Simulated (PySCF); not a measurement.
# C5H7F: geometry, spin-spin couplings

What spin-spin couplings should C5H7F (`C=CC/C=C/F`) show?

Programs: PySCF 2.14.0, with density-fitted response routines of our own. Each step states its level of theory. These are calculated values for one molecule in the gas phase, unless marked as measured. Atoms are numbered from 0 throughout.

## (1) The starting structure

13 atoms, charge 0, multiplicity 1; geometry from: GFN2-xTB. The atoms were then displaced at random by about 0.01 Å, so the start is not that level's minimum.

Bonds of the start (Å): C0–C1 1.34, C1–C2 1.51, C2–C3 1.45, C3–C4 1.34, C4–F5 1.35, C0–H6 1.08, C0–H7 1.06, C1–H8 1.07, C2–H9 1.11, C2–H10 1.08, C3–H11 1.07, C4–H12 1.07.

## (2) Optimising the geometry at PBE0-D3(BJ)/def2-SVP

The job: settings as JSON, then the geometry in Å.

```
{"job": {"xc": "PBE0", "basis": "def2-SVP", "d3": "d3bj", "grid": 1, "shake": 0.01, "kind": "geom"}, "charge": 0, "multiplicity": 1}
C      2.147560     0.348730     0.458230
C      1.238210     0.083190    -0.484350
C      0.016480    -0.780940    -0.275070
C     -1.177550     0.022130    -0.482450
C     -2.086690     0.257810     0.466500
F     -3.194480     1.004000     0.256480
H      2.986210     1.005110     0.261810
H      2.056060    -0.009860     1.450360
H      1.347170     0.498510    -1.460610
H      0.045860    -1.198690     0.750840
H      0.047330    -1.602840    -0.981060
H     -1.364840     0.430260    -1.459060
H     -2.055500    -0.074290     1.488060
```

On the command line:

```console
> OMP_NUM_THREADS=1 python probes_run.py task.json out
```

The driver reads the jobs from task.json and runs them one after another.

Standard output:

```text
step   0  E = -293.98144296  max force = 0.034049
step   1  E = -293.98615595  max force = 0.006060
step   2  E = -293.98639720  max force = 0.003919
step   3  E = -293.98651280  max force = 0.003023
step   4  E = -293.98649534  max force = 0.003202
step   5  E = -293.98654619  max force = 0.002008
step   6  E = -293.98659246  max force = 0.001026
step   7  E = -293.98659798  max force = 0.000604
step   8  E = -293.98660105  max force = 0.000292
optimisation converged
```

Run time: 75 s. Hardware: 1 thread of Arm Neoverse N1, shared host; peak memory 0.51 GiB.

Along the way:

```tsv
step	energy from step 0 (eV)	largest force component (eV/Å)
0	0.0000	1.7509
1	-0.1282	0.3116
2	-0.1348	0.2015
3	-0.1380	0.1554
4	-0.1375	0.1647
5	-0.1389	0.1033
6	-0.1401	0.0528
7	-0.1403	0.0311
8	-0.1404	0.0150
```

Close pairs (by a distance rule), those that changed most:

```tsv
bond	before (Å)	after (Å)	change (Å)
C2–C3	1.454	1.499	+0.045
C0–H7	1.059	1.095	+0.036
C1–H8	1.067	1.098	+0.031
C2–H10	1.084	1.107	+0.023
C4–F5	1.352	1.331	-0.021
C3–H11	1.075	1.096	+0.021
C4–H12	1.075	1.095	+0.021
C0–H6	1.083	1.093	+0.010
```

The end geometry stands in the next job.

```tsv
at the end point	value
point group (found at 0.08 Å tolerance)	C1
rotational constants (GHz, main isotopes)	11.456, 1.410, 1.365
dipole moment (D)	1.34
```

## (3) Indirect couplings: B3LYP/cc-pVTZ

The job: settings as JSON, then the geometry in Å.

```
{"job": {"kind": "j", "xc": "B3LYP", "basis": "cc-pVTZ"}, "charge": 0, "multiplicity": 1}
C      2.173919     0.421448     0.480677
C      1.267414     0.139021    -0.454221
C      0.058236    -0.726879    -0.248692
C     -1.223718     0.006831    -0.504418
C     -2.161526     0.172338     0.421413
F     -3.294278     0.830941     0.188619
H      3.033128     1.062700     0.267849
H      2.090846     0.021024     1.496491
H      1.385003     0.567979    -1.457749
H      0.063609    -1.139816     0.773010
H      0.119225    -1.591147    -0.937016
H     -1.394414     0.442208    -1.495137
H     -2.100353    -0.209148     1.446279
```

Level: B3LYP/cc-pVTZ indirect spin-spin coupling, non-relativistic, gas phase.

Standard output:

```text
coarse grid: 10856 points
cycle   1  E = -294.5861693208  dE =  5.858e-01  |g| = 5.609e-01  |ddm| = 7.618e+00
cycle   2  E = -294.5441416055  dE =  4.203e-02  |g| = 7.491e-01  |ddm| = 2.069e+00
cycle   3  E = -294.6484820827  dE = -1.043e-01  |g| = 9.688e-02  |ddm| = 1.173e+00
cycle   4  E = -294.6502085795  dE = -1.726e-03  |g| = 4.394e-02  |ddm| = 1.986e-01
cycle   5  E = -294.6506086928  dE = -4.001e-04  |g| = 1.743e-02  |ddm| = 7.706e-02
cycle   6  E = -294.6506745289  dE = -6.584e-05  |g| = 4.524e-03  |ddm| = 2.906e-02
cycle   7  E = -294.6506792170  dE = -4.688e-06  |g| = 7.008e-04  |ddm| = 6.691e-03
final grid: 105248 points
cycle   8  E = -294.6477730519  dE = -7.086e-05  |g| = 6.779e-03  |ddm| = 1.048e-01
cycle   9  E = -294.6477646424  dE =  8.410e-06  |g| = 9.598e-03  |ddm| = 2.389e-02
cycle  10  E = -294.6477817193  dE = -1.708e-05  |g| = 1.496e-03  |ddm| = 1.415e-02
cycle  11  E = -294.6477821403  dE = -4.210e-07  |g| = 4.095e-04  |ddm| = 2.683e-03
cycle  12  E = -294.6477821712  dE = -3.087e-08  |g| = 2.090e-04  |ddm| = 7.854e-04
cycle  13  E = -294.6477821812  dE = -1.004e-08  |g| = 3.257e-05  |ddm| = 3.253e-04
cycle  14  E = -294.6477821815  dE = -2.427e-10  |g| = 1.050e-05  |ddm| = 5.754e-05
converged SCF energy = -294.6477821815

Indirect spin-spin couplings (Hz)
  i      j    bonds     total        FC       PSO       DSO        SD
  0 C    1 C    1     82.466    91.713    -9.375     0.128         -
  0 C    2 C    2      2.370     2.739    -0.324    -0.045         -
  0 C    3 C    3      2.996     2.906     0.133    -0.043         -
  0 C    5 F    5      1.232     0.402     0.413    -0.160     0.576
  0 C    6 H    1    153.376   152.078     0.791     0.506         -
  0 C    7 H    1    148.811   147.487     0.778     0.546         -
  0 C    8 H    2      1.684     3.367    -1.155    -0.528         -
  0 C    9 H    3      6.124     6.431    -0.327     0.020         -
  0 C   10 H    3      4.461     4.615     0.237    -0.391         -
  1 C    2 C    1     34.783    35.785    -1.209     0.208         -
  1 C    3 C    2     -2.870    -2.578    -0.330     0.037         -
  1 C    4 C    3      3.528     3.438     0.113    -0.023         -
  1 C    5 F    4      3.043     2.607     0.712    -0.174    -0.102
  1 C    6 H    2      0.055     1.820    -1.235    -0.530         -
  1 C    7 H    2     -1.442     0.411    -1.345    -0.508         -
  1 C    8 H    1    145.534   144.248     0.508     0.777         -
  1 C    9 H    2     -4.024    -3.727    -0.165    -0.131         -
  1 C   10 H    2     -6.731    -6.699     0.076    -0.108         -
  1 C   11 H    3      2.521     2.542    -0.047     0.026         -
  1 C   12 H    4     -1.490    -1.455     0.085    -0.120         -
  2 C    3 C    1     38.695    39.542    -1.070     0.223         -
  2 C    4 C    2      8.260     8.252     0.008     0.001         -
  2 C    5 F    3      4.273     7.262    -3.337    -0.317     0.665
  2 C    6 H    3     11.492    11.649     0.305    -0.462         -
  2 C    7 H    3      7.252     7.361    -0.113     0.005         -
  2 C    8 H    2      5.043     5.192     0.082    -0.230         -
  2 C    9 H    1    117.209   115.295     1.035     0.880         -
  2 C   10 H    1    114.134   112.128     1.174     0.832         -
  2 C   11 H    2      2.216     2.312     0.146    -0.242         -
  2 C   12 H    3      3.229     3.258    -0.064     0.035         -
  3 C    4 C    1    105.935   114.171    -8.465     0.228         -
  3 C    5 F    2      1.577    11.588   -22.088    -0.286    12.362
  3 C    6 H    4     -1.356    -1.329     0.209    -0.236         -
  3 C    7 H    4     -1.482    -1.447     0.089    -0.124         -
  3 C    8 H    3      2.302     2.303    -0.058     0.057         -
  3 C    9 H    2     -4.192    -3.956    -0.131    -0.105         -
  3 C   10 H    2     -7.391    -7.375     0.056    -0.072         -
  3 C   11 H    1    146.799   145.152     0.744     0.903         -
  3 C   12 H    2     12.722    13.947    -0.763    -0.462         -
  4 C    5 F    1   -333.742  -320.752   -11.917     0.668    -1.741
  4 C    9 H    3      7.357     7.524    -0.365     0.199         -
  4 C   10 H    3      5.852     5.954     0.178    -0.280         -
  4 C   11 H    2     -5.268    -3.622    -1.320    -0.326         -
  4 C   12 H    1    181.812   180.810    -0.018     1.020         -
  5 F    7 H    6     -0.318    -0.171     0.342    -0.516     0.028
  5 F    8 H    5     -0.164     0.137     0.502    -0.642    -0.161
  5 F    9 H    4     -3.554    -1.254    -1.140    -1.095    -0.065
  5 F   10 H    4      5.988     6.537     0.640    -1.181    -0.008
  5 F   11 H    3     15.419    20.449    -3.957    -0.266    -0.808
  5 F   12 H    2     76.922    75.828     5.305    -1.791    -2.419
  6 H    7 H    2      2.481     2.669     3.288    -3.477         -
  6 H    8 H    3      8.994     9.310     0.299    -0.615         -
  6 H    9 H    4     -0.427    -0.074     1.270    -1.623         -
  6 H   10 H    4     -2.624    -2.352     1.333    -1.604         -
  6 H   12 H    6     -0.201    -0.086     0.572    -0.687         -
  7 H    8 H    3     14.528    15.498     2.260    -3.230         -
  7 H    9 H    4     -0.195    -0.406    -1.357     1.568         -
  7 H   10 H    4     -2.611    -2.436     0.968    -1.144         -
  8 H    9 H    3      9.924    10.448     2.275    -2.798         -
  8 H   10 H    3      3.964     3.973     0.597    -0.606         -
  9 H   10 H    2    -12.733   -12.750     1.954    -1.937         -
  9 H   11 H    3     11.066    11.559     2.248    -2.741         -
 10 H   11 H    3      4.408     4.427     0.601    -0.620         -
 10 H   12 H    4     -2.845    -2.683     0.895    -1.058         -
 11 H   12 H    3      9.410    10.339     2.273    -3.202         -
```

Run time: 84 s. Hardware: 1 thread of Arm Neoverse N1, shared host; peak memory 1 GiB.

This basis has no tight s functions, so the Fermi-contact terms are rough.

A choice of the couplings up to four bonds, sorted by the number of bonds, with means over like pairs; isotopes 13C, 19F, 1H:

```tsv
pair	bonds	J (Hz)	Fermi contact (Hz)	dihedral (°)
C4–F5	1	-333.7	-320.8	–
C4–H12	1	181.8	180.8	–
C0–H6	1	153.4	152.1	–
C0–H7	1	148.8	147.5	–
C3–H11	1	146.8	145.2	–
C1–H8	1	145.5	144.2	–
C2–H9	1	115.7	113.7	–
C3–C4	1	105.9	114.2	–
C0–C1	1	82.5	91.7	–
F5–H12	2	76.9	75.8	–
H9–H10	2	-12.7	-12.8	–
C3–H12	2	12.7	13.9	–
C2–C4	2	8.3	8.3	–
C3–H9	2	-5.8	-5.7	–
C1–H9	2	-5.4	-5.2	–
C4–H11	2	-5.3	-3.6	–
C2–H8	2	5.0	5.2	–
C1–C3	2	-2.9	-2.6	–
F5–H11	3	15.4	20.4	1
H7–H8	3	14.5	15.5	180
C2–H6	3	11.5	11.6	-180
H11–H12	3	9.4	10.3	-180
H6–H8	3	9.0	9.3	0
H9–H11	3	7.7	8.0	–
C2–H7	3	7.3	7.4	0
H8–H9	3	6.9	7.2	–
C4–H9	3	6.6	6.7	–
C1–F5	4	3.0	2.6	–
H6–H9	4	-1.5	-1.2	–
C1–H12	4	-1.5	-1.5	–
C3–H7	4	-1.5	-1.4	–
H10–H12	4	-1.4	-1.3	–
H7–H9	4	-1.4	-1.4	–
C3–H6	4	-1.4	-1.3	–
F5–H9	4	1.2	2.6	–
```

The spin-dipole term was solved for some atoms only; pairs without it lack that part.

## (4) Spin-spin couplings: B3LYP/6-31G*

The job, as its differences from that of step 3:

```diff
@@ -1,2 +1,2 @@
-{"job": {"kind": "j", "xc": "B3LYP", "basis": "cc-pVTZ"}, "charge": 0, "multiplicity": 1}
+{"job": {"kind": "j", "xc": "B3LYP", "basis": "6-31G*"}, "charge": 0, "multiplicity": 1}
 C      2.173919     0.421448     0.480677
```

With the program's defaults for keys left out, this is: B3LYP/6-31G* indirect spin-spin coupling, non-relativistic, gas phase.

Standard output:

```text
coarse grid: 10856 points
cycle   1  E = -294.4897825969  dE =  6.057e-01  |g| = 5.609e-01  |ddm| = 3.275e+00
cycle   2  E = -294.4550054094  dE =  3.478e-02  |g| = 7.182e-01  |ddm| = 1.084e+00
cycle   3  E = -294.5556087754  dE = -1.006e-01  |g| = 9.710e-02  |ddm| = 6.134e-01
cycle   4  E = -294.5577216662  dE = -2.113e-03  |g| = 3.193e-02  |ddm| = 1.088e-01
cycle   5  E = -294.5579135464  dE = -1.919e-04  |g| = 1.681e-02  |ddm| = 3.887e-02
cycle   6  E = -294.5579815169  dE = -6.797e-05  |g| = 2.887e-03  |ddm| = 1.747e-02
cycle   7  E = -294.5579834625  dE = -1.946e-06  |g| = 8.228e-04  |ddm| = 3.212e-03
final grid: 105248 points
cycle   8  E = -294.5218791739  dE = -1.577e-05  |g| = 6.188e-03  |ddm| = 1.722e-02
cycle   9  E = -294.5218719321  dE =  7.242e-06  |g| = 8.723e-03  |ddm| = 1.313e-02
cycle  10  E = -294.5218878502  dE = -1.592e-05  |g| = 1.387e-03  |ddm| = 8.096e-03
cycle  11  E = -294.5218882991  dE = -4.489e-07  |g| = 2.589e-04  |ddm| = 1.357e-03
cycle  12  E = -294.5218883135  dE = -1.441e-08  |g| = 1.011e-04  |ddm| = 2.990e-04
cycle  13  E = -294.5218883159  dE = -2.351e-09  |g| = 1.700e-05  |ddm| = 9.485e-05
cycle  14  E = -294.5218883159  dE = -6.634e-11  |g| = 5.109e-06  |ddm| = 2.240e-05
converged SCF energy = -294.5218883159

Indirect spin-spin couplings (Hz)
  i      j    bonds     total        FC       PSO       DSO        SD
  0 C    1 C    1     88.402    96.658    -8.385     0.129         -
  0 C    2 C    2     -0.514    -0.212    -0.256    -0.046         -
  0 C    3 C    3      4.794     4.721     0.116    -0.044         -
  0 C    4 C    4      0.459     0.470     0.011    -0.022         -
  0 C    5 F    5      1.756     1.073     0.324    -0.156     0.516
  0 C    6 H    1    168.114   167.217     0.302     0.595         -
  0 C    7 H    1    165.349   164.426     0.289     0.633         -
  0 C    8 H    2     -2.212    -0.557    -1.138    -0.518         -
  0 C    9 H    3      5.574     5.858    -0.306     0.022         -
  0 C   10 H    3      8.640     8.862     0.167    -0.389         -
  0 C   11 H    4     -0.233    -0.162     0.188    -0.258         -
  1 C    2 C    1     56.849    57.631    -0.993     0.211         -
  1 C    3 C    2     -6.306    -6.094    -0.250     0.038         -
  1 C    4 C    3      4.821     4.743     0.102    -0.024         -
  1 C    5 F    4      4.018     3.726     0.562    -0.168    -0.103
  1 C    6 H    2     -3.754    -1.992    -1.243    -0.518         -
  1 C    7 H    2     -3.962    -2.130    -1.336    -0.496         -
  1 C    8 H    1    159.982   159.011     0.108     0.862         -
  1 C    9 H    2     -3.634    -3.369    -0.145    -0.119         -
  1 C   10 H    2     -9.945    -9.917     0.065    -0.093         -
  1 C   11 H    3      2.492     2.496    -0.037     0.033         -
  1 C   12 H    4     -1.455    -1.406     0.069    -0.118         -
  2 C    3 C    1     59.553    60.206    -0.879     0.226         -
  2 C    4 C    2      4.276     4.260     0.015     0.000         -
  2 C    5 F    3      5.505     8.244    -3.043    -0.306     0.610
  2 C    6 H    3     10.282    10.526     0.214    -0.457         -
  2 C    7 H    3      6.537     6.641    -0.113     0.009         -
  2 C    8 H    2      4.999     5.134     0.084    -0.218         -
  2 C    9 H    1    145.654   143.986     0.724     0.945         -
  2 C   10 H    1    149.039   147.329     0.816     0.894         -
  2 C   11 H    2      2.213     2.311     0.132    -0.230         -
  2 C   12 H    3      2.810     2.835    -0.065     0.040         -
  3 C    4 C    1    102.911   110.390    -7.708     0.229         -
  3 C    5 F    2     21.817    31.293   -20.410    -0.262    11.196
  3 C    6 H    4     -1.527    -1.444     0.151    -0.233         -
  3 C    7 H    4     -1.560    -1.508     0.070    -0.122         -
  3 C    8 H    3      2.393     2.372    -0.043     0.063         -
  3 C    9 H    2     -3.623    -3.422    -0.109    -0.093         -
  3 C   10 H    2    -10.618   -10.612     0.052    -0.058         -
  3 C   11 H    1    163.914   162.577     0.349     0.988         -
  3 C   12 H    2     10.294    11.562    -0.818    -0.449         -
  4 C    5 F    1   -239.317  -228.639    -8.547     0.795    -2.926
  4 C    9 H    3      6.490     6.583    -0.293     0.200         -
  4 C   10 H    3      9.411     9.561     0.128    -0.278         -
  4 C   11 H    2     -7.073    -5.512    -1.246    -0.315         -
  4 C   12 H    1    193.605   192.854    -0.353     1.104         -
  5 F    7 H    6     -0.492    -0.223     0.217    -0.497     0.011
  5 F    8 H    5     -0.345     0.086     0.336    -0.620    -0.146
  5 F    9 H    4     -3.660    -1.284    -1.254    -1.049    -0.073
  5 F   10 H    4      8.353     9.135     0.427    -1.144    -0.065
  5 F   11 H    3      5.958    11.286    -4.126    -0.200    -1.003
  5 F   12 H    2     72.257    72.671     3.104    -1.598    -1.920
  6 H    7 H    2     -0.349     0.959     2.031    -3.340         -
  6 H    8 H    3      9.881    10.567    -0.116    -0.570         -
  6 H    9 H    4     -0.841    -0.070     0.828    -1.598         -
  6 H   10 H    4     -3.350    -2.671     0.902    -1.582         -
  6 H   11 H    5     -0.228     0.122     0.475    -0.825         -
  6 H   12 H    6     -0.403    -0.099     0.373    -0.677         -
  7 H    8 H    3     15.151    16.930     1.400    -3.179         -
  7 H   10 H    4     -3.397    -2.881     0.603    -1.120         -
  7 H   11 H    5     -0.338     0.122     0.654    -1.114         -
  8 H    9 H    3     10.203    11.353     1.599    -2.749         -
  8 H   10 H    3      3.770     4.039     0.289    -0.559         -
  8 H   11 H    4      0.174    -0.156    -0.582     0.911         -
  8 H   12 H    5     -0.298     0.144     0.668    -1.110         -
  9 H   10 H    2    -16.343   -15.587     1.057    -1.813         -
  9 H   11 H    3     11.306    12.424     1.574    -2.692         -
  9 H   12 H    4      0.323    -0.277    -1.134     1.734         -
 10 H   11 H    3      4.216     4.504     0.286    -0.574         -
 10 H   12 H    4     -3.434    -2.961     0.561    -1.033         -
 11 H   12 H    3      9.881    11.575     1.455    -3.149         -
```

Run time: 20 s. Hardware: 1 thread of Arm Neoverse N1, shared host; peak memory 0.56 GiB.

The basis is not made for couplings: without tight functions at the nuclei these values are rough.

This run: J(C4,F5) -239.3 Hz, J(C4,H12) 193.6 Hz, J(C0,H6) 168.1 Hz (means over like pairs).

## (5) Run by run: spin-spin couplings

Couplings (Hz), each a mean over the pairs like the one named, with basis size and wall time:

```tsv
run	C4–F5	C4–H12	C0–H6	C0–H7	C3–H11	C1–H8	C2–H9	functions	time
B3LYP/cc-pVTZ	-333.7	181.8	153.4	148.8	146.8	145.5	115.7	278	84 s
B3LYP/6-31G*	-239.3	193.6	168.1	165.3	163.9	160.0	147.3	98	20 s
```

## (6) Outcome

| quantity | value |
| --- | --- |
| point group | C1 |
| rotational constants (main isotopes) | 11.46, 1.41, 1.36 GHz |
| largest coupling of the table (B3LYP/cc-pVTZ) | 1J(C,F) C4–F5, -333.7 Hz |
| range of J(C4,F5), mean over like pairs | -333.7 to -239.3 Hz |

In words: Over 8 steps the energy fell by 0.140 eV; of the close pairs, C2–C3 changed most, 1.454 to 1.499 Å. Of the pairs tabulated at B3LYP/cc-pVTZ, C4–F5 couples most strongly (-333.7 Hz; Fermi contact -320.8 Hz). Couplings across rotatable bonds belong to this one conformer; where others are populated, the observed values are averages. The coupling C4–F5, as a mean over pairs of its kind, runs from -333.7 Hz (B3LYP/cc-pVTZ) to -239.3 Hz (B3LYP/6-31G*). Couplings from bases without tight functions are rough.
